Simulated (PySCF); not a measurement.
Al(Cl)3 cation (AlCl₃), SMILES [Cl][Al]([Cl])[Cl] (connectivity only; charge and spin as stated), charge +1, multiplicity 2. Atoms are numbered in the order given.

```xyz
4

Al     0.0000     0.0000     0.1381
Cl     0.0000     1.9062     0.9385
Cl     0.0000    -1.9062     0.9385
Cl     0.0000     0.0000    -1.9826
```
Charge +1, spin multiplicity 2.

The structure is a stationary point at PBE0-D3(BJ)/def2-SVP. The geometry has at least one imaginary mode, so it is a saddle point at that level. The multiplicity is an assumed one; other spin states were not compared. The isomer is the one that the SMILES or the coordinates give; other isomers of the formula were not compared.

The numbers are results of IEF-PCM-M06-2X/def2-SVP run with PySCF, not measurements.

The values are the electrostatic part of the solvation free energy, E(continuum) − E(gas) at the gas-phase geometry, in a cavity of scaled van der Waals radii (PySCF's table); cavitation and dispersion terms are not included. A continuum can't describe solvent molecules that bind to the metal.

| solvent | ε | ΔG(elec) (kcal/mol) |
|---|---|---|
| water | 78.36 | -64.6 |
| acetonitrile | 35.69 | … |
| n-hexane | 1.88 | -28.9 |

Q: Fill in the missing entries. (The exact figures need the calculation; the answer reports its results.)

A: 
- acetonitrile, ΔG(elec) (kcal/mol): -63.4
